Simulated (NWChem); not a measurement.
## Correlation energy of S

SMILES: [S]
```xyz
1

S      0.0000     0.0000     0.0000
```
Charge 0, spin multiplicity 3.

Program: NWChem.

Basis set: cc-pVDZ. Each correlation energy counts from its own Hartree-Fock reference.

```tsv
method	correlation energy (mHa)
CCSD on UHF	-102.6
CCSD[T] on ROHF	-107.7
CCSDT on ROHF	-107.9
UMP2	-83.8
URI-MP2	-83.8
CCSD(T) on UHF	-103.8
SCS-UMP2	-82.6
CCSD on ROHF	-106.5
CCSD[T] on UHF	-103.8
CCSD(T) on ROHF	-107.7
```

The values span 25.3 mHa, from CCSDT on ROHF (lowest) to SCS-UMP2 (highest). 

The correlated methods keep 5 core orbitals frozen. No SCF solution was tested for a lower state. Open-shell Hartree-Fock references start from PBE0 orbitals. Coupled-cluster values serve here as a point of comparison, not as the truth.
